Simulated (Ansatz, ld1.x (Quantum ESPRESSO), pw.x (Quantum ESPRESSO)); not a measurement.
Equation-of-state test of one ultrasoft potential (P)

P, ultrasoft, made with ld1.x (Quantum ESPRESSO) 7.5 (LDA (PW92), scalar-relativistic). Core [Ne], reference 3s2 3p2.5 (charge +0.5). Waves: 3s (bound): rcut 1.65, rcutus 1.80 bohr; 3s channel at 3.65 Ry: rcut 1.65, rcutus 1.80 bohr; 3p (bound): rcut 1.30, rcutus 1.65 bohr; 3p channel at -0.25 Ry: rcut 1.30, rcutus 1.65 bohr; 3d channel at 0.25 Ry: rcut 1.35, rcutus 1.85 bohr; 3d channel at 2.55 Ry: rcut 1.35, rcutus 1.85 bohr. Local part: all-electron potential smoothed inside 1.35 bohr (lloc = -2). Core correction: none. Augmentation charge: PSQ, radius 0.95 bohr.

Crystal test: sc P in pw.x 7.5, no spin, 14³ k-points, Fermi–Dirac smearing 0.01 Ry, cutoffs 40/660 Ry. The lattice is a test structure that the element need not adopt, and mesh and smearing are coarse.

pw.x input:

```
&control
  calculation='scf', prefix='x', pseudo_dir='./', outdir='./tmp', tstress=.true., disk_io='none'
/
&system
  ibrav=0, nat=1, ntyp=1, ecutwfc=40, ecutrho=660, nbnd=9,
  occupations='smearing', smearing='fd', degauss=0.01
/
&electrons
  conv_thr=1e-09, mixing_beta=0.4, electron_maxstep=70
/
ATOMIC_SPECIES
P 1.0 P.UPF
CELL_PARAMETERS angstrom
  2.41214904 0.00000000 0.00000000
  0.00000000 2.41214904 0.00000000
  0.00000000 0.00000000 2.41214904
ATOMIC_POSITIONS crystal
P 0.0000 0.0000 0.0000
K_POINTS automatic
14 14 14 0 0 0
```

```bash
pw.x < P.scf.in > P.scf.out
```

Q: How does the run end?

A: It converges; the pressure is 0.33 GPa against 0.49 GPa from all-electron LAPW. Atomic configuration tests: test run stopped at test 4 of 9 (negative rho). The log shows:

```
     using ibrav=0 with symmetry is DISCOURAGED, use correct ibrav instead
     lattice parameter (alat)  =       4.5583  a.u.
     unit-cell volume          =      94.7129 (a.u.)^3
     number of electrons       =         5.00
     number of Kohn-Sham states=            9
     kinetic-energy cutoff     =      40.0000  Ry
     charge density cutoff     =     660.0000  Ry
     scf convergence threshold =      1.0E-09
     Exchange-correlation= PW
     number of k points=   120  Fermi-Dirac smearing, width (Ry)=  0.0100
     iteration #  1     ecut=    40.00 Ry     beta= 0.40
     total energy              =     -13.28532777 Ry
     estimated scf accuracy    <       0.01127817 Ry
     iteration #  2     ecut=    40.00 Ry     beta= 0.40
     total energy              =     -13.28451598 Ry
     estimated scf accuracy    <       0.00325121 Ry
     iteration #  3     ecut=    40.00 Ry     beta= 0.40
     total energy              =     -13.28469697 Ry
     estimated scf accuracy    <       0.00004996 Ry
     iteration #  4     ecut=    40.00 Ry     beta= 0.40
     total energy              =     -13.28470053 Ry
     estimated scf accuracy    <       0.00000015 Ry
     iteration #  5     ecut=    40.00 Ry     beta= 0.40
     total energy              =     -13.28470057 Ry
     estimated scf accuracy    <       0.00000002 Ry
     iteration #  6     ecut=    40.00 Ry     beta= 0.40
     the Fermi energy is    11.3192 ev
!    total energy              =     -13.28470057 Ry
     estimated scf accuracy    <          2.5E-10 Ry
     smearing contrib. (-TS)   =      -0.00149086 Ry
     The total energy is F=E-TS. E is the sum of the following terms:
     one-electron contribution =       5.33950714 Ry
     hartree contribution      =       0.42634121 Ry
     xc contribution           =      -3.48790138 Ry
     ewald contribution        =     -15.56115669 Ry
     convergence has been achieved in   6 iterations
          total   stress  (Ry/bohr**3)                   (kbar)     P=        3.29
     Message from routine punch:
     Nothing written, as per user request (disk_io='none')
```
